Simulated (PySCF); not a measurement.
Spin–spin coupling constants

Geometry (Å), atoms numbered from 1 in this order:
```xyz
8

C    -0.569    0.814   -0.202
C    -0.878   -0.478    0.152
N     0.273   -1.186    0.305
C     1.211   -0.278    0.034
N     0.783    0.945   -0.279
H    -1.231    1.648   -0.404
H    -1.849   -0.935    0.304
H     2.268   -0.521    0.066
```

Total charge -1.

Method: B3LYP/pcJ-1//GFN2-xTB, PySCF 2.14.0 with density-fitted response routines; isolated molecule, single conformer, non-relativistic. Couplings are averaged over pairs made equivalent by symmetry, fast rotation or ring inversion, so a value needn't be that of the named pair in this geometry, while other rotamers aren't included; one pair stands for each set, and the list holds those of at least 1.5 Hz over up to four bonds.

Isotopes: $^{13}$C, $^{1}$H, $^{15}$N.

```tsv
pair	bonds	J (Hz)
C1, C2	1	69.1
C1, H6	1	170.1
C4, H8	1	184.5
C1, C4	2	?
C1, H7	2	16.2
N3, N5	2	-1.7
N3, H7	2	-11.6
N3, H8	2	?
C1, H8	3	?
C4, H6	3	13.4
```

Question: Estimate the withheld couplings, with signs.

Answer: 
- $^{2}J$(C1,C4) = 5.0 Hz (angle at N5 103°)
- $^{2}J$(N3,H8) = -15.5 Hz (angle at C4 122°)
- $^{3}J$(C1,H8) = 9.4 Hz (dihedral angle 180°)
